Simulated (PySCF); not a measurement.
**Spin–orbit doublets of 2p levels**

Compound: BH6NSi.
Geometry (PBE0-D3(BJ)/def2-SVP, Å), atoms numbered from 1 in this order:
```xyz
9
BH6NSi angstrom
B     -1.3312   -0.2749    0.0135
N     -0.0582   -0.1952    0.5953
Si     1.4061    0.4459   -0.1433
H     -2.2485   -0.7530    0.6425
H     -1.4920    0.1385   -1.1130
H      0.0304   -0.5532    1.5429
H      2.4166   -0.6369   -0.3448
H      2.0162    1.4774    0.7494
H      1.0296    1.0452   -1.4514
```

Computed, not measured: PySCF, delta-SCF UKS SCAN, pcX-2 on the ionised atom, pcseg-1 elsewhere, spin-free X2C. Vertical ΔSCF values, vacuum level as zero. Spin–orbit coupling isn't in the SCF: each 2p doublet comes from a relaxed spin-free hole plus a matrix of the shell (mean-field spin–orbit coupling and the ground-state 2p splitting), with 2p3/2 averaged over its two sublevels. The splitting includes the ligand field, and 2p3/2 is the mean of two sublevels.

Q: Give the 2p3/2 and 2p1/2 binding energies and the splitting.

A: 
```tsv
atom	environment	2p3/2 (eV)	2p1/2 (eV)	splitting (eV)	mean of the shell (eV)
Si3	SiH3 silicon	107.42	108.04	0.62	107.62
```

Q: What are the 1s binding energies of the same atoms?

A: Si3 1847.25 eV.

Q: Which Kα1 and Kα2 emission energies and wavelengths follow?

A: The photon carries the difference of the 1s-hole and 2p-hole states, both at the ground state's geometry; λ = 12398.42 eV Å/E.

| atom | Kα1 (eV) | Kα2 (eV) | λ(Kα1) (Å) | λ(Kα2) (Å) |
| --- | --- | --- | --- | --- |
| Si3 | 1739.83 | 1739.21 | 7.1262 | 7.1288 |

Q: And the 1s levels of the other atoms?

A: B1 (three-coordinate boron) 195.73 eV; N2 (silicon-bound nitrogen) 405.01 eV.

The unrestricted hole states depart most from a pure doublet (⟨S²⟩ = 0.75; over 0.85 named) for B 1s of B1 (0.90), which makes this value less certain. Geometry: PBE0-D3(BJ)/def2-SVP; no solvent, vibrations or thermal averaging.
